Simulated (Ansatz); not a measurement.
Ladder of methods for the lattice parameter a of hcp Sc

Reference value: 3.309 Å (measured, 293 K, not corrected to a static lattice; as tabulated in Wikipedia's data pages).

Question: What do LDA, PBE, PBEsol-D3(BJ), LC-ωPBE, Hartree–Fock give, and how far is each from the reference?

Answer: 
```
level (code)            value (Å)  difference (%)
----------------------  ---------  --------------
LDA (Ansatz)                3.230           -2.39
PBE (Ansatz)                3.320           +0.33
PBEsol-D3(BJ) (Ansatz)      3.224           -2.57
LC-ωPBE (Ansatz)            3.349           +1.21
Hartree–Fock (Ansatz)       3.488           +5.41
```

The reference is not for a static lattice or low temperature, so close values are not ranked against it. Off by more than 1.25 %, or 1.75 % on the side where a correction would as a rule narrow the miss (bounds picked here): Hartree–Fock (+5.41 %), PBEsol-D3(BJ) (-2.57 %), LDA (-2.39 %).

The measured value isn't corrected to a static lattice, so vibrations enter the comparison. The crystal itself was run without spin with LDA, PBE, PBEsol-D3(BJ), LC-ωPBE, Hartree–Fock; a magnetic state was not tried in these runs. Cutoffs and k meshes differ between the levels. Ansatz's density-functional and Hartree–Fock values are scalar-relativistic unless marked +SOC, with PAW data made under PBE.

Differences are worked out from the printed values.

Ansatz is a first-principles code.
